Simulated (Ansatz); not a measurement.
Worked example: building the atomization energy of HF, singlet

Measured: the G2/97 heats of formation, with zero-point and thermal terms from B3LYP taken off, give an electronic atomization energy of 141.0 kcal/mol (Curtiss et al., J. Chem. Phys. 106, 1063 (1997); Staroverov et al., J. Chem. Phys. 119, 12129 (2003)). The calculation below tries to reproduce it.

Geometry (MP2(full)/6-31G*, from the G2/97 set):

```yaml
atoms:
  - { symbol: F, position_ang: [0.0000, 0.0000, 0.0000] }
  - { symbol: H, position_ang: [0.0000, 0.0000, 0.9339] }
```

Atomization energies (atoms less molecule, kcal/mol) from Ansatz 0.2.0, frozen cores, restricted molecule, unrestricted atoms (their steps beyond CCSDT(Q) from restricted open-shell runs), sets cc-pVDZ, cc-pVTZ, cc-pVQZ:

| level | DZ | TZ | QZ |
| --- | --- | --- | --- |
| HF | 90.33 | 95.12 | 95.91 |
| CCSD(T) | 126.19 | 136.73 | 139.71 |
| CCSDT | 126.20 | 136.63 | 139.58 |
| CCSDT(Q) | 126.40 | 136.75 | 139.70 |
| CCSDTQ | 126.38 | – | – |
| full CI | 126.39 | – | – |

Question: Extrapolate Hartree–Fock with exp(−5.46 √X) and the CCSD(T) correlation part with X⁻³ (X = 3, 4), add each higher step from the largest set that has it, and compare with the measured value.

Answer: Hartree–Fock: 95.91 + (95.91 − 95.12) × 0.301 = 96.15.
Correlation: TZ 41.61, QZ 43.80; (64 × 43.80 − 27 × 41.61) / 37 = 45.40.
Full triples (QZ): 139.58 − 139.71 = -0.13.
(Q) (QZ): 139.70 − 139.58 = 0.12.
Full quadruples (DZ): 126.38 − 126.40 = -0.02.
Full CI (DZ): 126.39 − 126.38 = 0.01.
Sum: 141.5 kcal/mol, 0.5 above the measured 141.0.

The steps beyond CCSD(T) add -0.02 kcal/mol, while going from QZ to the limit adds 1.84. Core correlation, scalar relativity, spin–orbit terms and the relaxation from this MP2 geometry are missing from the sum, and the measured value has its own uncertainty.
